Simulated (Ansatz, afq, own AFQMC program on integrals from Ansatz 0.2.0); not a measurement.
## SiNH3, triplet in cc-pVTZ, levels against AFQMC with the constraint released

```yaml
atoms:
  - { symbol: N, position_ang: [-1.7690, -0.0126, -0.0197] }
  - { symbol: H, position_ang: [-2.0663, 0.9552, -0.0197] }
  - { symbol: H, position_ang: [-2.0663, -0.4149, 0.8606] }
  - { symbol: H, position_ang: [-0.5990, -0.0126, -0.0197] }
  - { symbol: Si, position_ang: [1.0520, -0.0126, -0.0197] }
```

Connectivity, by distances: NH2 ··· Si, 1 bridging H.

Basis cc-pVTZ. Noble-gas cores (and the filled d shells of Ga–Kr and In–Xe) are frozen. Integrals, coupled cluster, full CI and functionals: Ansatz 0.2.0; the random walks run on the same integrals in our own AFQMC program. The CISD trial takes its coefficients from CCSD amplitudes. Released means that phaseless walkers are propagated on without the constraint, phases kept. ± is one standard error of the sampling.

Determinant: UHF, the one that the program's search chose, which needn't be the lowest solution. The geometry is a point of a scan.

No full CI on the walks' own integrals is used here. The released AFQMC energy serves as the reference, which it does only where one determinant dominates, the energy is flat over the last release times and near the phaseless one (40 meV or 2 meV an electron, half that with transition metals). On small molecules, where full CI could be run and the noise was under 10 meV, such values lay within 10 meV of it in 19 cases of 20, a flattering rate, since the rule was set on those same cases; what remains of the bias isn't in the error bar.

Cautions: lower spins were not checked; the released value is read at 2.40 1/Eh with a noise of 14 meV, more than in the cases checked (meV from the phaseless value at times in 1/Eh: 6 ± 7 at 0.24, -9 ± 6 at 0.51, -10 ± 6 at 0.99, -10 ± 12 at 1.62, -19 ± 14 at 2.40).

- T1 diagnostic: 0.0202
- weight of the determinant in the CISD state: 0.858
- ⟨S²⟩ of the determinant: 2.022
- size of the correlated space: 12 electrons in 100 orbitals

Reference: AFQMC with the constraint released, correlation energy -9.586 ± 0.014 eV.

```csv
level,E − E(reference) (meV),share of correlation (%)
HF,9585.7 ± 13.7,0.00
MP2,1186.8 ± 13.7,87.62
CCSD,422.3 ± 13.7,95.59
CCSD(T),48.8 ± 13.7,99.49
ph-AFQMC/CISD,18.8 ± 15.4,99.80
```

A walk keeps the symmetry of its determinant, which the program's search chose and which needn't be the lowest solution, so a lower state of the same spin and another symmetry isn't excluded. Released energies are given only where the last usable release times agree within the noise; a slower fall can still hide under it.
